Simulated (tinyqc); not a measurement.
Inside a calculation (part 3 of 3). Method: UHF in the sto-6g basis, for NH3+, spin multiplicity 2. Computed by tinyqc, a small Python program that keeps every step (integrals from PySCF). Command: `OMP_NUM_THREADS=1 python tinyqc.py 23054 23055 out.jsonl` (the two numbers bound the seeds that draw the settings). One thread of a shared host (Intel(R) Xeon(R) Processor @ 2.60GHz), about 0.2 s of CPU time with the checks.

Geometry (angstrom):
```
atom          x          y         z
N      0.000000   0.000000  0.226000
H      0.965000   0.000000  0.000000
H     -0.483000   0.836000  0.000000
H     -0.483000  -0.836000  0.000000
```

## Iteration 23 (converged): orbitals

converged F(alpha) (hartree), lower triangle:
```
             1N 1s      1N 2s     1N 2px     1N 2py     1N 2pz      2H 1s      3H 1s      4H 1s
1N 1s   -16.145406
1N 2s    -3.897786  -2.457625
1N 2px   -0.000007  -0.000072  -0.958402
1N 2py    0.000000   0.000000   0.000000  -0.958134
1N 2pz    0.003738   0.035488   0.000027   0.000000  -0.965449
2H 1s    -1.078899  -1.149725  -0.655954   0.000000   0.170717  -0.913445
3H 1s    -1.077718  -1.148919   0.328044  -0.567817   0.170582  -0.412019  -0.912765
4H 1s    -1.077718  -1.148919   0.328044   0.567817   0.170582  -0.412019  -0.411897  -0.912765
```

converged F(beta) (hartree), lower triangle:
```
             1N 1s      1N 2s     1N 2px     1N 2py     1N 2pz      2H 1s      3H 1s      4H 1s
1N 1s   -16.113752
1N 2s    -3.862560  -2.251880
1N 2px   -0.000007  -0.000076  -0.878709
1N 2py    0.000000   0.000000   0.000000  -0.878398
1N 2pz    0.005930   0.182730   0.000072   0.000000  -0.216346
2H 1s    -1.068438  -1.101008  -0.650920   0.000000   0.162597  -0.922649
3H 1s    -1.067266  -1.100258   0.325532  -0.563471   0.162448  -0.397847  -0.922052
4H 1s    -1.067266  -1.100258   0.325532   0.563471   0.162448  -0.397847  -0.397738  -0.922052
```

X, lower triangle:
```
            1N 1s      1N 2s     1N 2px     1N 2py    1N 2pz      2H 1s      3H 1s     4H 1s
1N 1s    1.023672
1N 2s   -0.151109   1.442847
1N 2px  -0.000002   0.000130   1.174242
1N 2py   0.000000   0.000000   0.000000   1.173969
1N 2pz   0.006354  -0.083008  -0.000033   0.000000  1.016317
2H 1s    0.020730  -0.340927  -0.335917   0.000000  0.067212   1.273865
3H 1s    0.020726  -0.340514   0.167911  -0.290610  0.067110  -0.054680   1.273441
4H 1s    0.020726  -0.340514   0.167911   0.290610  0.067110  -0.054680  -0.054644  1.273441
```

Diagonalise F' = X^T F X, C = X C', fill 5 alpha and 4 beta electrons from the bottom; D(s) = C_occ C_occ^T. Each column has its largest component positive (the first on a tie).

F' = X^T F X (alpha) (hartree), lower triangle:
```
            1          2          3          4          5          6          7          8
1  -15.886899
2   -1.919547  -1.320079
3    0.000026   0.000072  -0.630099
4    0.000000   0.000000   0.000000  -0.630221
5    0.013212  -0.094173  -0.000019   0.000000  -0.934586
6   -0.198219  -0.506562  -0.532669   0.000000   0.111180  -0.253957
7   -0.197825  -0.506078   0.266345  -0.461015   0.111052  -0.085501  -0.254076
8   -0.197825  -0.506078   0.266345   0.461015   0.111052  -0.085501  -0.085411  -0.254076
```

orbital energies (alpha) (hartree): MO1 -16.148675, MO2 -1.631497, MO3 -1.091302, MO4 -1.091056, MO5 -0.973613, MO6 0.187243, MO7 0.292169, MO8 0.292737

coefficients C (alpha):
```
              MO1        MO2        MO3        MO4        MO5        MO6        MO7        MO8
1N 1s    0.995944  -0.229496   0.000027   0.000000  -0.034016  -0.162287   0.000000   0.000334
1N 2s    0.020810   0.865474  -0.000190   0.000000   0.198867   1.292527   0.000000  -0.003002
1N 2px   0.000002   0.000083   0.721369   0.000000   0.000155  -0.001931   0.000000  -1.013753
1N 2py   0.000000   0.000000   0.000000   0.721447   0.000000   0.000000   1.013225   0.000000
1N 2pz  -0.001564  -0.046839  -0.000165   0.000000   0.970789  -0.329736   0.000000   0.000777
2H 1s   -0.004370   0.096210   0.351818   0.000000  -0.069154  -0.745692   0.000000   1.081129
3H 1s   -0.004366   0.096095  -0.175962   0.304734  -0.069199  -0.748403  -0.934610  -0.538227
4H 1s   -0.004366   0.096095  -0.175962  -0.304734  -0.069199  -0.748403   0.934610  -0.538227
```

F' = X^T F X (beta) (hartree), lower triangle:
```
            1          2          3          4          5          6          7          8
1  -15.859718
2   -1.913315  -1.071518
3    0.000027   0.000068  -0.530129
4    0.000000   0.000000   0.000000  -0.530220
5   -0.002618   0.060476   0.000024   0.000000  -0.188943
6   -0.197448  -0.500241  -0.544955   0.000000   0.100078  -0.287695
7   -0.197055  -0.499777   0.272491  -0.471659   0.099942  -0.084699  -0.287865
8   -0.197055  -0.499777   0.272491   0.471659   0.099942  -0.084699  -0.084605  -0.287865
```

orbital energies (beta) (hartree): MO1 -16.116122, MO2 -1.492338, MO3 -1.053764, MO4 -1.053508, MO5 -0.194549, MO6 0.225686, MO7 0.320028, MO8 0.320614

coefficients C (beta):
```
              MO1        MO2        MO3        MO4        MO5        MO6        MO7        MO8
1N 1s    0.996585  -0.213568   0.000023   0.000000  -0.061366  -0.171780   0.000000   0.000403
1N 2s    0.017617   0.765183  -0.000159   0.000000   0.335382   1.327161   0.000000  -0.003456
1N 2px   0.000002   0.000100   0.669934   0.000000   0.000026  -0.002328   0.000000  -1.048453
1N 2py   0.000000   0.000000   0.000000   0.669980   0.000000   0.000000   1.047968   0.000000
1N 2pz  -0.001611  -0.112269  -0.000037   0.000000   0.946488  -0.380666   0.000000   0.000952
2H 1s   -0.003722   0.146804   0.405162   0.000000  -0.094093  -0.734416   0.000000   1.062444
3H 1s   -0.003719   0.146648  -0.202691   0.350998  -0.094116  -0.737519  -0.918237  -0.528586
4H 1s   -0.003719   0.146648  -0.202691  -0.350998  -0.094116  -0.737519   0.918237  -0.528586
```

D(alpha) after iteration 23, lower triangle:
```
            1N 1s      1N 2s     1N 2px     1N 2py     1N 2pz      2H 1s      3H 1s     4H 1s
1N 1s    1.045730
1N 2s   -0.184662   0.789027
1N 2px  -0.000003  -0.000034   0.520374
1N 2py   0.000000   0.000000   0.000000   0.520485
1N 2pz  -0.023831   0.152487   0.000028   0.000000   0.944629
2H 1s   -0.024070   0.069357   0.253788   0.000000  -0.071691   0.137834
3H 1s   -0.024052   0.069349  -0.126936   0.219849  -0.071642  -0.047857   0.137867
4H 1s   -0.024052   0.069349  -0.126936  -0.219849  -0.071642  -0.047857  -0.047858  0.137867
```

D(beta) after iteration 23, lower triangle:
```
            1N 1s      1N 2s     1N 2px     1N 2py     1N 2pz      2H 1s      3H 1s     4H 1s
1N 1s    1.038793
1N 2s   -0.145862   0.585815
1N 2px  -0.000004  -0.000030   0.448812
1N 2py   0.000000   0.000000   0.000000   0.448874
1N 2pz   0.022372  -0.085935  -0.000036   0.000000   0.012607
2H 1s   -0.035053   0.112201   0.271447   0.000000  -0.016490   0.185722
3H 1s   -0.035030   0.112179  -0.135775   0.235162  -0.016451  -0.060580   0.185802
4H 1s   -0.035030   0.112179  -0.135775  -0.235162  -0.016451  -0.060580  -0.060597  0.185802
```

## Convergence

Stop when the energy changes by less than 1e-09 hartree and every element of the error matrix X^T (F D S - S D F) X (for each spin) is below 9e-06.

Course of the cycle:
```
iteration   E (hartree)     change  largest element of the error matrix
1          -52.27397203          -                             5.95e-01
2          -54.95937427  -2.69e+00                             1.46e-01
3          -55.56031603  -6.01e-01                             3.40e-02
4          -55.68434646  -1.24e-01                             9.62e-03
5          -55.70956439  -2.52e-02                             5.05e-03
6          -55.71472718  -5.16e-03                             2.76e-03
7          -55.71580992  -1.08e-03                             2.02e-03
8          -55.71604934  -2.39e-04                             1.44e-03
9          -55.71610794  -5.86e-05                             1.01e-03
10         -55.71612473  -1.68e-05                             7.03e-04
11         -55.71613052  -5.79e-06                             4.88e-04
12         -55.71613284  -2.32e-06                             3.39e-04
13         -55.71613387  -1.03e-06                             2.35e-04
14         -55.71613434  -4.76e-07                             1.63e-04
15         -55.71613457  -2.27e-07                             1.13e-04
16         -55.71613468  -1.09e-07                             7.86e-05
17         -55.71613473  -5.26e-08                             5.46e-05
18         -55.71613475  -2.55e-08                             3.80e-05
19         -55.71613477  -1.24e-08                             2.64e-05
20         -55.71613477  -6.01e-09                             1.84e-05
21         -55.71613478  -2.92e-09                             1.28e-05
22         -55.71613478  -1.42e-09                             8.91e-06
23         -55.71613478  -6.89e-10                             6.20e-06
```

PySCF UHF in the same basis, after a stability check = -55.71613478 hartree

Converged in 23 iterations.

## Populations, bond orders and dipole

overlap S, lower triangle:
```
           1N 1s     1N 2s     1N 2px     1N 2py     1N 2pz     2H 1s     3H 1s     4H 1s
1N 1s   1.000000
1N 2s   0.229416  1.000000
1N 2px  0.000000  0.000000   1.000000
1N 2py  0.000000  0.000000   0.000000   1.000000
1N 2pz  0.000000  0.000000   0.000000   0.000000   1.000000
2H 1s   0.063181  0.509105   0.434637   0.000000  -0.101791  1.000000
3H 1s   0.063112  0.508801  -0.217360   0.376217  -0.101705  0.199514  1.000000
4H 1s   0.063112  0.508801  -0.217360  -0.376217  -0.101705  0.199514  0.199516  1.000000
```

Mulliken: Z minus the diagonal of D S on the atom; Loewdin: the same with S^(1/2) D S^(1/2); Mayer order: 2 sum_s sum (D(s) S)_ij (D(s) S)_ji over the two atoms.

Charges (e):
```
atom   Mulliken   Loewdin  Mulliken spin
1N    -0.181205  0.151637       1.198031
2H     0.393754  0.282720      -0.065986
3H     0.393725  0.282821      -0.066023
4H     0.393725  0.282821      -0.066023
```

Mayer bond orders:
```
pair     order
2-1   0.827068
3-1   0.827094
3-2   0.006768
4-1   0.827094
4-2   0.006768
4-3   0.006759
```

dipole moment about the origin, x y z (debye): -0.001886  0.000000  -0.012341

<S^2> of the determinant (pure state: 0.75) = 0.758606
